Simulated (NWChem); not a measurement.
propyne (C$_{3}$H$_{4}$); SMILES C#CC

```xyz
7

C     -0.0003    -1.2328    -0.0018
C     -0.0015     0.2208     0.0000
C     -0.0025     1.4316    -0.0017
H     -0.7544    -1.6272    -0.7005
H     -0.2267    -1.6315     0.9992
H      0.9812    -1.6272    -0.3074
H     -0.0051     2.5056    -0.0054
```
Atoms are numbered in this order, from 1.

Coordinates come from a PBE0/def2-SVP optimisation.

Task: List the 4 lowest vertical singlet excitations from Hartree-Fock/def2-SVPD, CIS (NWChem).

Result: 
| state | energy (eV) | oscillator strength | leading excitation (squared amplitude) |
|---|---|---|---|
| S1 | 6.44 | 0.000 | HOMO → LUMO+4 (0.37) |
| S2 | 6.78 | 0.001 | HOMO−1 → LUMO+4 (0.36) |
| S3 | 6.78 | 0.000 | HOMO−1 → LUMO+3 (0.37) |
| S4 | 8.01 | 0.049 | HOMO → LUMO (0.85) |
